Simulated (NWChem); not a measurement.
Program: NWChem. System: CS, charge 0, spin multiplicity 1, at a geometry optimised with B3LYP/def2-SVP. The structure started from a generated list of species. Level: MP2/def2-TZVP, 6 core orbitals frozen.

NWChem printed:

```
             Northwest Computational Chemistry Package (NWChem) 7.3.0
             --------------------------------------------------------

                                NWChem Input Module
                                -------------------

 Scaling coordinates for geometry "geometry" by  1.889725989
 (inverse scale =  0.529177249)

 Turning off AUTOSYM since
 SYMMETRY directive was detected!

                             Geometry "geometry" -> ""
                             -------------------------

 Output coordinates in angstroms (scale by  1.889725989 to convert to a.u.)

  No.       Tag          Charge          X              Y              Z
 ---- ---------------- ---------- -------------- -------------- --------------
    1 C                    6.0000     0.00000000     0.00000000     1.11921200
    2 S                   16.0000     0.00000000     0.00000000    -0.41970500

 Effective nuclear repulsion energy (a.u.)      33.0108874643

            Nuclear Dipole moment (a.u.)
            ----------------------------
        X                 Y               Z
 ---------------- ---------------- ----------------
     0.0000000000     0.0000000000    -0.0000151178

      Symmetry information
      --------------------

 Group name             C2v
 Group number             16
 Group order               4
 No. of unique centers     2

      Symmetry unique atoms

     1    2


 Summary of "ao basis" -> "" (spherical)
 ------------------------------------------------------------------------------
       Tag                 Description            Shells   Functions and Types
 ---------------- ------------------------------  ------  ---------------------
 *                         def2-tzvp                  on all atoms

 Summary of "ao basis" -> "ao basis" (spherical)
 ------------------------------------------------------------------------------
       Tag                 Description            Shells   Functions and Types
 ---------------- ------------------------------  ------  ---------------------
 C                         def2-tzvp                11       31   5s3p2d1f
 S                         def2-tzvp                13       37   5s5p2d1f

                                 NWChem SCF Module
                                 -----------------

  ao basis        = "ao basis"
  functions       =    68
  atoms           =     2
  closed shells   =    11
  open shells     =     0
  charge          =   0.00
  wavefunction    = RHF
  use symmetry    = T
  symmetry adapt  = T

 Summary of "ao basis" -> "ao basis" (spherical)
 ------------------------------------------------------------------------------
       Tag                 Description            Shells   Functions and Types
 ---------------- ------------------------------  ------  ---------------------
 C                         def2-tzvp                11       31   5s3p2d1f
 S                         def2-tzvp                13       37   5s5p2d1f

      Symmetry analysis of basis
      --------------------------

        a1         30
        a2          6
        b1         16
        b2         16

 Forming initial guess at       0.1s

      Superposition of Atomic Density Guess
      -------------------------------------

 Sum of atomic energies:        -435.15082954

      Non-variational initial energy
      ------------------------------

 Total energy =    -435.459022
 1-e energy   =    -665.244242
 2-e energy   =     196.774332
 HOMO         =      -0.305084
 LUMO         =      -0.036311

      Symmetry analysis of molecular orbitals - initial
      -------------------------------------------------

 !! scf_movecs_sym_adapt:   44 vectors were symmetry contaminated

  Symmetry fudging

 !! scf_movecs_sym_adapt:   42 vectors were symmetry contaminated

  Numbering of irreducible representations:

     1 a1          2 a2          3 b1          4 b2

  Orbital symmetries:

     1 a1          2 a1          3 a1          4 a1          5 b1
     6 b2          7 a1          8 a1          9 b2         10 b1
    11 a1         12 b2         13 b1         14 a1         15 a1
    16 a1         17 b2         18 b1         19 b1         20 b2
    21 a1

 Starting SCF solution at       0.6s
[...]
  ----- ------------  ---------------      ----- ------------  ---------------
     8      0.349901  1 C  pz                 5      0.311329  1 C  s
    48     -0.306399  2 S  pz                 4      0.291057  1 C  s
    11      0.273636  1 C  pz                 3      0.173532  1 C  s
    51     -0.170246  2 S  pz

 Vector   10  Occ=2.000000D+00  E=-4.619249D-01  Symmetry=b2
              MO Center= -5.4D-32, -3.2D-16,  3.2D-02, r^2= 1.6D+00
   Bfn.  Coefficient  Atom+Function         Bfn.  Coefficient  Atom+Function
  ----- ------------  ---------------      ----- ------------  ---------------
    47      0.449881  2 S  py                50      0.261010  2 S  py
    44      0.199821  2 S  py                 7      0.191408  1 C  py
    10      0.188126  1 C  py                38     -0.161690  2 S  py

 Vector   11  Occ=2.000000D+00  E=-4.619249D-01  Symmetry=b1
              MO Center=  1.2D-16,  9.8D-32,  3.2D-02, r^2= 1.6D+00
   Bfn.  Coefficient  Atom+Function         Bfn.  Coefficient  Atom+Function
  ----- ------------  ---------------      ----- ------------  ---------------
    46      0.449881  2 S  px                49      0.261010  2 S  px
    43      0.199821  2 S  px                 6      0.191408  1 C  px
     9      0.188126  1 C  px                37     -0.161690  2 S  px

 Vector   12  Occ=0.000000D+00  E= 5.677106D-02  Symmetry=b1
              MO Center=  8.1D-16, -1.5D-32,  4.8D-01, r^2= 2.7D+00
   Bfn.  Coefficient  Atom+Function         Bfn.  Coefficient  Atom+Function
  ----- ------------  ---------------      ----- ------------  ---------------
    12      0.608259  1 C  px                49     -0.587497  2 S  px
     6      0.312154  1 C  px                 9      0.291021  1 C  px
    46     -0.230588  2 S  px

 Vector   13  Occ=0.000000D+00  E= 5.677106D-02  Symmetry=b2
              MO Center= -1.1D-31, -2.3D-16,  4.8D-01, r^2= 2.7D+00
   Bfn.  Coefficient  Atom+Function         Bfn.  Coefficient  Atom+Function
  ----- ------------  ---------------      ----- ------------  ---------------
    13      0.608259  1 C  py                50     -0.587497  2 S  py
     7      0.312154  1 C  py                10      0.291021  1 C  py
    47     -0.230588  2 S  py

 Vector   14  Occ=0.000000D+00  E= 2.059544D-01  Symmetry=a1
              MO Center=  1.6D-17,  3.0D-19, -1.0D+00, r^2= 5.3D+00
   Bfn.  Coefficient  Atom+Function         Bfn.  Coefficient  Atom+Function
  ----- ------------  ---------------      ----- ------------  ---------------
    36      4.225401  2 S  s                  5     -3.105415  1 C  s
    51      2.520810  2 S  pz                14      1.941973  1 C  pz
     4     -1.403764  1 C  s                 11      1.014171  1 C  pz
    48      0.623067  2 S  pz                59      0.505482  2 S  d  0
    22     -0.396877  1 C  d  0              34     -0.195956  2 S  s

 center of mass
 --------------
 x =   0.00000000 y =   0.00000000 z =   0.00050309

 moments of inertia (a.u.)
 ------------------
          73.790959332416           0.000000000000           0.000000000000
           0.000000000000          73.790959332416           0.000000000000
           0.000000000000           0.000000000000           0.000000000000

  Mulliken analysis of the total density
  --------------------------------------

    Atom       Charge   Shell Charges
 -----------   ------   -------------------------------------------------------
    1 C    6     6.07   0.86  1.11  0.64  0.88  0.34  0.88  0.98  0.29  0.02  0.08  0.00
    2 S   16    15.93   2.01  0.49  1.48  1.07  0.75  4.18  1.69  0.89  2.27  1.00  0.04  0.06  0.01

       Multipole analysis of the density wrt the origin
       ------------------------------------------------

     L   x y z        total         open         nuclear
     -   - - -        -----         ----         -------
     0   0 0 0     -0.000000      0.000000     22.000000

     1   1 0 0      0.000000      0.000000      0.000000
     1   0 1 0     -0.000000      0.000000      0.000000
     1   0 0 1     -0.619821      0.000000     -0.000015

     2   2 0 0    -13.829714      0.000000      0.000000
     2   1 1 0      0.000000      0.000000      0.000000
     2   1 0 1      0.000000      0.000000      0.000000
     2   0 2 0    -13.829714      0.000000      0.000000
     2   0 1 1     -0.000000      0.000000      0.000000
     2   0 0 2    -15.187635      0.000000     36.904270

                   NWChem MP2 Semi-direct Energy/Gradient Module
                   ---------------------------------------------

  Basis functions       =     68
  Molecular orbitals    =     68
  Frozen core           =      6
  Frozen virtuals       =      0
  Active alpha occupied =      5
  Active beta occupied  =      5
  Active alpha virtual  =     57
  Active beta virtual   =     57
  Use MO symmetry       = T
  Use skeleton AO sym   = T

  AO/Fock/Back tols     =   1.0D-09  1.0D-09  1.0D-09

 GA uses MA = F    GA memory limited = T

 Available:
  local mem=  1.26D+08
 global mem=  1.44D+08
 local disk=  0.00D+00
  mp2_memr nvloc                    57
  nvloc new                    57
   1 passes of   5:        4194304                      23677                   2276412.
   1 passes of   5: M    126150524           G      144169952           F     121956220.

 Semi-direct pass number   1 of   1  for RHF alpha+beta  at        0.9s
  vrange nnbf                  2341
  mp2_eaftype                    10  avail_ma_in_mb                  1099
 EAF : mp2_eaftype filesize          10    1138206.
  mp2_eaf for mointskh                     10
Node 0 wrote      5.3 Mb in      0.0 s     Agg I/O rate:   847.8 Mb/s
 Done moints_semi at        2.4s
  mp2_eaftype                    10  avail_ma_in_mb                  1089
 EAF : mp2_eaftype filesize          10    1138206.
  mp2_eaf for kh                    10
 Done maket at        2.4s
 Done multipass loop at        2.4s

          -------------------------------------------
          SCF energy                -435.349059855341
          Correlation energy          -0.300133163670
          Singlet pairs               -0.188903643796
          Triplet pairs               -0.111229519874
          Total MP2 energy          -435.649193019011
          -------------------------------------------

          ---------------------------------------------------
                    Spin Component Scaled (SCS) MP2
          Same spin pairs                     -0.074153013249
          Same spin scaling factor             0.333333333333
          Opposite spin pairs                 -0.225980150421
          Opposite spin scaling fact.          1.200000000000
          SCS-MP2 correlation energy          -0.295893851588
          Total SCS-MP2 energy              -435.644953706929
          ---------------------------------------------------

 -----------------------
 Performance information
 -----------------------

 Timer overhead =  1.37D-07 seconds/call

               Nr. of calls         CPU time (s)                 Wall time (s)                GFlops
             ---------------    -------------------     ------------------------------   -------------------
Name         Min   Avg   Max    Min     Avg     Max     Min     Avg     Max   Mx/calls   Min     Max     Sum
mp2: moin     1     1     1    1.4     1.4     1.4      1.4     1.4     1.4     1.4      0.0     0.0     0.0
mp2: make     1     1     1   4.47E-2 4.47E-2 4.47E-2  4.47E-2 4.47E-2 4.47E-2 4.47E-2   0.0     0.0     0.0
mp2: tota     1     1     1    1.5     1.5     1.5      1.5     1.5     1.5     1.5      0.0     0.0     0.0

 The average no. of pstat calls per process was 3.00D+00
 with a timing overhead of 4.12D-07s

 Task  times  cpu:        2.4s     wall:        2.4s

 Total times  cpu:        2.4s     wall:        2.4s
```

Q: Write an NWChem input that would produce this output.

A: This is not unique; one that fits is 
```
start mol
memory heap 200 mb stack 900 mb global 1100 mb
geometry units angstroms nocenter noautoz
  C      0.000000     0.000000     1.119212
  S      0.000000     0.000000    -0.419705
  symmetry group C2v
end
basis spherical
  * library def2-tzvp
end
scf
  rhf
  nopen 0
  maxiter 100
  thresh 1e-7
  semidirect memsize 60000000 filesize 0
end
mp2
  freeze core 6
end
task mp2 energy
```
